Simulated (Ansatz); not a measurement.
# HMg (charge -1): rigid scan of one bond length in Python

A script is to give a rigid scan of one bond length; the system is HMg (charge -1).

Computed with Ansatz 0.2.0, driven from Python. Level of theory: CCSD(T)/def2-SVP.

### Step 1. The system

Bond lengths: Mg1–H2 1.775 Å.

No structure file is read: the coordinates are typed or built in the script.

### Step 2. The code

Input file scan.py:

```python
"""Potential curve of HMg(-) along one bond."""

import ansatz as az
from ase.data import atomic_masses, atomic_numbers
import matplotlib.pyplot as plt
import numpy as np

SETTINGS = {
    "basis": "def2-SVP",
    "level": "ccsd_t",
    "charge": -1,
}


def main() -> None:
    molecule = (
        az.Crystal.molecule()
        .atom("Mg", (0.0, 0.0, 0.0))
        .atom("H", (0.0, 0.0, 1.775))
    )

    symbols = [site.symbol for site in molecule.cartesian_sites]
    start = np.array([site.position_ang for site in molecule.cartesian_sites])
    axis = (start[1] - start[0]) / np.linalg.norm(start[1] - start[0])
    moving = [1]
    lengths, energies = [1.562, 1.633, 1.704, 1.775, 1.846, 1.917, 1.988, 2.094], []
    for length in lengths:
        xyz = start.copy()
        xyz[moving] += (length - np.linalg.norm(start[1] - start[0])) * axis
        point = az.Crystal.molecule()
        for symbol, place in zip(symbols, xyz):
            point = point.atom(symbol, place.tolist())
        base = point.calculation()
        base = base.basis(gaussian=SETTINGS["basis"])
        base = base.correlation(SETTINGS["level"])
        base = base.charge(SETTINGS["charge"])
        base = base.accuracy("medium")
        report = base.run().report
        energies.append(report["free_energy_ev"])
        print(f"r = {length:6.3f} A  E = {energies[-1]:.5f} eV  <S^2> = {abs(report['mean_field']['state']['spin_squared']):.3f}")

    # quartic fit about the minimum
    fit = np.polynomial.Polynomial.fit(lengths, np.array(energies) - min(energies), 4).convert()
    roots = [r.real for r in fit.deriv().roots() if abs(r.imag) < 1e-9 and fit.deriv(2)(r.real) > 0]
    r_e = min(roots, key=lambda r: abs(r - lengths[int(np.argmin(energies))]))
    print(f"minimum of the fit at {r_e:.4f} A, force constant {fit.deriv(2)(r_e):.2f} eV/A^2")
    m1, m2 = (atomic_masses[atomic_numbers[s]] for s in symbols)
    mu = m1 * m2 / (m1 + m2)
    print(f"harmonic wavenumber {521.4709 * np.sqrt(fit.deriv(2)(r_e) / mu):.0f} 1/cm, rotational constant {16.857629 / (mu * r_e ** 2):.4f} 1/cm")
    plt.figure(figsize=(4.5, 3))
    plt.plot(lengths, np.array(energies) - min(energies), "o-")
    plt.xlabel("bond length (A)")
    plt.ylabel("E - E(min) (eV)")
    plt.tight_layout()
    plt.savefig("scan.png", dpi=100)


if __name__ == "__main__":
    main()
```

### Step 3. Launch

Command:

```
> python scan.py
```

**Question.** Where along the scan is the Mg-H distance of lowest energy, and how steep are the two sides?

**Answer**, as computed:

```
                        quantity     value
bond length at the fit's minimum  1.8580 Å
                   runs compared         8
                 range of energy  0.325 eV
      lowest point, distance (Å)      1.85
```

What this shows: The lowest point is at 1.846 Å. At the shortest distance (1.56 Å) the energy is 0.33 eV higher, at the longest (2.09 Å) 0.10 eV. The basis set is modest, and single-reference methods fail as a bond breaks. The orbitals are restricted, so S² is zero by construction. Anions want diffuse functions, which this basis lacks.
